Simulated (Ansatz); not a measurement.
**1T (CdI2-type) CdI2**

Method: HSE06 (PAW; Ansatz, a program for electronic structure).

Run with plane-wave cutoff 460 eV, 9×9×4 k mesh (along the axes of the cell as run), Fermi–Dirac smearing 0.01 eV, scalar-relativistic PAW data made under PBE.

Cell: relaxed at this level.

```json
{
 "equilibrium_lattice_constant_a": "4.296 Å",
 "lattice_parameter_c": "7.619 Å",
 "band_gap": "3.42 eV",
 "smallest_direct_gap_on_the_k_points_sampled": "3.62 eV"
}
```

Measured, for comparison: lattice constant a 4.244 Å, lattice parameter c 6.859 Å (temperature not stated, not corrected to a static lattice; as tabulated in de Haan, NBS Special Publication (1969), 233, by the Crystallography Open …). Computed (rounded) less measured: lattice constant a +1.2 %, lattice parameter c +11.1 %.

Note: the cell comes from a level without a dispersion term, which matters for the spacing of layers, chains or molecules; the cell has widely spaced layers and the level no dispersion term, so their spacing and the moduli can rest on weak binding.

Spin–orbit coupling is not included; with these elements it can move the gap by several tenths of an eV or more.

Cost on a shared machine: roughly 100 core-minutes.
